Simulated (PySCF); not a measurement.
CCl4, SMILES ClC(Cl)(Cl)Cl (connectivity only; charge and spin as stated), charge +1, multiplicity 2. Atoms are numbered in the order given.

```xyz
5

Cl    -1.0405     1.0405    -0.9879
C      0.0000     0.0000     0.0000
Cl    -1.0405    -1.0405     0.9879
Cl     1.0405    -1.0405    -0.9879
Cl     1.0405     1.0405     0.9879
```
Charge +1, spin multiplicity 2.

Geometry: B3LYP-D3(BJ)/def2-SVP. The spin state was assumed, not searched.

All values below come from PySCF with PBE/pcH-1.

Unrestricted Kohn–Sham, ⟨S²⟩ = 0.751. Hyperfine tensors hold the contact and dipolar terms, without spin-orbit corrections.

### Question
Estimate the hyperfine couplings. (The exact figures need the calculation; the answer reports its results.)

### Answer

```
nucleus     A(iso) (MHz)  A(iso) (G)  dipolar principal values (MHz)
----------  ------------  ----------  ------------------------------
35Cl no. 1           0.5         0.2              -48.2, -46.6, 94.7
13C no. 2          -16.5        -5.9                  -0.4, 0.2, 0.2
35Cl no. 3           0.5         0.2              -48.2, -46.6, 94.7
35Cl no. 4           0.5         0.2              -48.2, -46.6, 94.7
35Cl no. 5           0.5         0.2              -48.2, -46.6, 94.7
```
